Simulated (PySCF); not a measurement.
Run record: coupled-cluster job, `NNCC` (ethylhydrazine).

Computed with EOM-CCSD/aug-cc-pVDZ, vertical, frozen core, gas phase (PySCF 2.14.0). Geometry: PBE0-D3(BJ)/def2-SVP. The input is one job of a driver script: a line of settings, then coordinates in Å.

Command:
```bash
OMP_NUM_THREADS=1 python probes_run.py task.json out
```

Input:
```
{"job": {"kind": "eom", "basis": "aug-cc-pVDZ", "nee": 0}, "charge": 0, "multiplicity": 1}
C     -1.344787     0.299846     0.038441
C     -0.253925    -0.738807    -0.149276
N      0.965813    -0.164527    -0.674463
N      1.690849     0.637619     0.210740
H     -1.562228     0.804827    -0.914922
H     -2.270706    -0.158791     0.416094
H     -1.035539     1.067830     0.764763
H     -0.590145    -1.508126    -0.864467
H     -0.082063    -1.265038     0.820455
H      1.582718    -0.891664    -1.024358
H      1.323610     1.586033     0.189299
H      1.617776     0.303721     1.178605
```

Output:
```
E(HF) = -189.2732786965
E(MP2) = -189.9413968143
E(CCSD) = -189.9900837930
T1 diagnostic = 0.0107

EOM-IP-CCSD (eV)   Koopmans (eV)
   8.9626      10.2940
   9.6739      11.0118
  12.4778      13.2719
  13.0366      14.0638
  13.4480      14.4244
  15.0408      16.0775
  16.1250      17.3914
  16.5914      17.9380
```

Question: What share of the CCSD correlation energy does MP2 give?

Answer: MP2 -0.66812 Eh against CCSD -0.71681 Eh: 93.2 %.

In short: CCSD correlation energy -0.7168 Eh; T1 diagnostic 0.011; first ionisation 8.96 eV.

The run took 5.8 min on one thread, Arm Neoverse V2 (aarch64), no GPU, shared host with 192 logical CPUs at a one-minute load of 53, and the process peaked at 3.0 GiB of memory.

One conformer stands for the species.
Labels such as C1 count atoms from 1, the log's own numbers from 0.
